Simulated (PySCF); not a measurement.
# Worked example: entropy of an ideal gas

CHN, SMILES [C-]#[NH+].

Coordinates come from a r2SCAN-D4/def2-TZVPD optimisation.

r2SCAN-D4/def2-TZVPD (PySCF 2.14.0) gives the harmonic wavenumbers 473, 473, 2091, 3784 cm⁻¹ and the rotational temperature 2.1852 K. The molar mass is 27.03 g/mol, the symmetry number 1, the spin multiplicity 1.

Task: Work out the entropy at 298.15 K and 1 atm in the rigid-rotor, harmonic-oscillator model.

Result: 
Translation (Sackur–Tetrode at 1 atm): S = R[1.5 ln M + 2.5 ln T − 1.16487] = 149.9 J/(mol K).
Rotation: q = T/(σ θ) = 136, S = R[ln q + 1] = 49.2 J/(mol K).
Vibration: with u = 1.4388 ν/T, each mode gives R[u/(e^u − 1) − ln(1 − e^−u)]:
```json
[
 {"ν (cm⁻¹)": "473", "modes": "2", "u": "2.28", "S (J/(mol K))": "6.10"}
]
```
The stiffer modes add less than 0.005 each. Sum 6.1 J/(mol K).
Spin: R ln 1 = 0.0 J/(mol K).
Total 205.2 J/(mol K); the program's own thermochemistry gives 205.2. Translation makes up 73 % and vibration 3 %. Anharmonicity, hindered rotation and orbital degeneracy are left out.
